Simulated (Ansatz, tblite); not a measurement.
# The cluster Cs₂F₂: rung by rung

Aim: run the singlet of the cluster Cs₂F₂ at one geometry on many levels, and compare frontier levels, spin and run time.

Method: as each input shows; program: Ansatz 0.2.0, Gaussian basis.

The runs, in order: GFN1-xTB, GFN2-xTB, PBE-D4/def2-TZVP, r2SCAN-D4/def2-TZVP, ωB97X-V/def2-TZVP, B97M-V/def2-TZVP, revPBE-D4/def2-TZVP, LDA/def2-TZVP, HF/def2-TZVP, PBE-D4/def2-SVP, PBE0-D4/def2-SVP, PBE0-D4/def2-TZVPD, PBE-D4/def2-TZVPD, r2SCAN-D4/def2-TZVPD, CCSD(T)/def2-TZVPP, MP2/def2-TZVP, RPA/def2-TZVP.

**1. The structure**

The geometry is that of the singlet, from an earlier relaxation (PBE0-D4/def2-TZVP). At that level it is the lowest of the isomers that a small search found.

4 atoms, charge 0, spin multiplicity 1.

Bond lengths: Cs1–F3 2.615 Å, Cs1–F4 2.615 Å, Cs2–F3 2.615 Å, Cs2–F4 2.615 Å. Angles: F3–Cs1–F4 77.5°, F3–Cs2–F4 77.5°, Cs1–F3–Cs2 102.5°, Cs1–F4–Cs2 102.5°.

As a file:

```
Cs   -0.6288    1.4283   -1.3136
Cs    0.6306   -1.4286    1.3123
F    -0.8420   -1.1328   -0.8285
F     0.8402    1.1332    0.8298
```

Cs takes a core potential in the def2 sets. No spin-orbit coupling is included.

PBE0-D4/def2-TZVP was run before; its log isn't repeated, and its numbers join the tables.

**2. GFN1-xTB**

Tight binding, by tblite at 300 K electronic temperature and without a spin-polarisation term:

```python
tblite.interface.Calculator('GFN1-xTB', numbers, positions, charge=0, uhf=0).singlepoint()
```

Energy -297.3658 eV, HOMO -9.74 eV, LUMO -8.68 eV; 0.002 s.

**3. GFN2-xTB**

Tight binding, by tblite at 300 K electronic temperature and without a spin-polarisation term:

```python
tblite.interface.Calculator('GFN2-xTB', numbers, positions, charge=0, uhf=0).singlepoint()
```

Energy -271.2670 eV, HOMO -8.67 eV, LUMO -6.47 eV; 0.002 s.

**4. PBE-D4/def2-TZVP**

start.molden holds the orbitals of an earlier run on this state, given as this run's starting guess.

in.yaml reads:

```yaml
crystal:
  periodic: [false, false, false]
  atoms:
    - {symbol: Cs, position_ang: [-0.628831, 1.428283, -1.313569]}
    - {symbol: Cs, position_ang: [0.630625, -1.428618, 1.312294]}
    - {symbol: F, position_ang: [-0.842017, -1.132830, -0.828475]}
    - {symbol: F, position_ang: [0.840223, 1.133155, 0.829751]}
basis:
  gaussian: {orbitals: def2-TZVP, initial_orbitals: start.molden}
hamiltonian: {xc: pbe, dispersion: d4}
scf: {omitted_lower_state_checks: [starts]}
output: {orbitals: {seedname: orbitals}}
```

The run is started by

```console
> ansatz run in.yaml --threads 4 --pin off --events-out ev --progress --plain --max-ram 3916MiB
```

After this run come: r2SCAN-D4/def2-TZVP; ωB97X-V/def2-TZVP; B97M-V/def2-TZVP; revPBE-D4/def2-TZVP; LDA/def2-TZVP; HF/def2-TZVP; PBE-D4/def2-SVP; PBE0-D4/def2-SVP; PBE0-D4/def2-TZVPD; PBE-D4/def2-TZVPD; r2SCAN-D4/def2-TZVPD; CCSD(T)/def2-TZVPP; MP2/def2-TZVP; RPA/def2-TZVP.

Q: Predict the results of all the runs planned. Wanted: gap in def2-TZVP, named functionals and Hartree-Fock, smallest and largest; correlation energy, CCSD(T)/def2-TZVPP; correlation energy, MP2/def2-TZVP; binding an atom, CCSD(T)/def2-TZVPP; PBE0 total energy, smallest basis above largest.

As calculated:

| quantity | value |
| --- | --- |
| gap in def2-TZVP, named functionals and Hartree-Fock, smallest and largest | 4.18 eV (revPBE-D4), 11.92 eV (HF) |
| correlation energy, CCSD(T)/def2-TZVPP | -23.66 eV |
| correlation energy, MP2/def2-TZVP | -20.47 eV |
| binding an atom, CCSD(T)/def2-TZVPP | 2.866 eV |
| PBE0 total energy, smallest basis above largest | 7.35 eV (def2-SVP, def2-TZVPD) |

**Reading.** Over the named functionals and Hartree-Fock in def2-TZVP the gap runs from 4.18 eV (revPBE-D4) to 11.92 eV (HF); exact exchange widens it. The functionals in def2-TZVP miss CCSD(T)/def2-TZVPP by +0.041 (B97M-V) to +0.581 eV (LDA) an atom. The reference is CCSD(T) in one finite basis, so it carries an error of its own, often a tenth of an eV or more, and near misses can't be ranked.
